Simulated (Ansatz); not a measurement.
System: bcc Li. Method: PBE0-D3(BJ) (PAW; Ansatz, a quantum-chemistry and plane-wave program).

The input as run:

Ansatz 0.2 input:
```yaml
crystal:
  lattice:
    - [-1.6714263561, 1.6714263561, 1.6714263561]
    - [1.6714263561, -1.6714263561, 1.6714263561]
    - [1.6714263561, 1.6714263561, -1.6714263561]
  atoms:
    - { symbol: Li, position: [0.0, 0.0, 0.0] }
basis:
  ecutwfc: 460
  ecutrho_ratio: 4
  xc_grid: 2
kpoints:
  mp_grid: { grid: [14, 14, 14] }
hamiltonian:
  xc: pbe0
  dispersion: d3bj
  pseudopotentials: { kind: paw }
scf:
  occupations: { method: fermi_dirac, width: 0.05 }
  convergence: { dr2_threshold: 0.0000000001 }
output:
  forces: false
  stress: true
  eigenvalues: true
```

Output (set-up and result lines):

```
WARN output.stress: scf.exx.energy_threshold = 1e-6 eV is looser than the 1e-8 eV advised for a stress under a hybrid functional (1e-8 eV for each atom of the …
Crystal: 1 atoms, lattice volume = 18.678 Å³
Basis set: ecut = 460 eV, 429 PW (Γ), exchange–correlation on 48×48×48 points (8 copies of the dense FFT grid, shifted against one another)
Bands: 6, of which v1, the nominal top of the filled ones, is band 2 counted from 1 (1 counted from 0)
Symmetry: 48 space group operations
Space group: Im-3m (ITA 229), of the structure as read, at distance tolerance 2.7e-5 Å
k-points: 104 of 2744
Functional: x = pbe(κ = 0.804, μ = 0.2195149727645171), c = pbe(β = 0.06672455060314922), warm-up for x = 0.75 pbe(κ = 0.804, μ = 0.2195149727645171) + 0.25 exact, c = pbe(β = 0.06672455060314922)
SCF iter   1: F=—  HF=-204.876819 eV  |F-HF|=—  |Δ(HF+E_count)|=         —  Δρ=1.18e-4  dr2=5.78e-7
SCF iter   2: F=—  HF=-204.876821 eV  |F-HF|=—  |Δ(HF+E_count)|=   1.85e-6  Δρ=5.55e-5  dr2=1.25e-7
  ...
SCF 1 converged in 4 iterations: F = -204.876821 eV  dr2 = 1.05e-11
Crystal: 1 atoms, lattice volume = 18.678 Å³
Initial density: handed on by an earlier stage of this run
Functional: x = 0.75 pbe(κ = 0.804, μ = 0.2195149727645171) + 0.25 exact, c = pbe(β = 0.06672455060314922)
SCF 2 converged in 4 iterations: F = -204.936572 eV  dr2 = 1.13e-11
Crystal: 1 atoms, lattice volume = 18.678 Å³
Crystal: 1 atoms, lattice volume = 18.678 Å³
SCF iter   6: F=—  HF=-204.937422 eV  |F-HF|=—  |Δ(HF+E_count)|=   2.29e-7  Δρ=5.58e-8  dr2=4.26e-10
SCF iter   7: F=-204.937422 eV  HF=-204.937422 eV  |F-HF|=2.84e-14  |Δ(HF+E_count)|=   1.14e-9  Δρ=8.34e-9  dr2=5.67e-11
SCF 4 converged in 7 iterations: F = -204.937422 eV  dr2 = 5.67e-11
Free energy (F): -204.937422 eV
Internal energy: -204.935445 eV  (E = F + TS)
E sigma→0 (E₀):  -204.936433 eV
Fermi energy:    1.292382 eV
--- Stress (GPa, compression-positive) ---
       -0.000430      -0.000000       0.000000
        0.000000      -0.000430      -0.000000
       -0.000000       0.000000      -0.000430
  P = ⅓ Tr σ = -0.0004 GPa (-0.004 kbar)
```

The PAW data were made under PBE.

Note: the run warned that the count of filled bands differs between k points.

Cost on a shared machine: roughly 110 core-seconds.
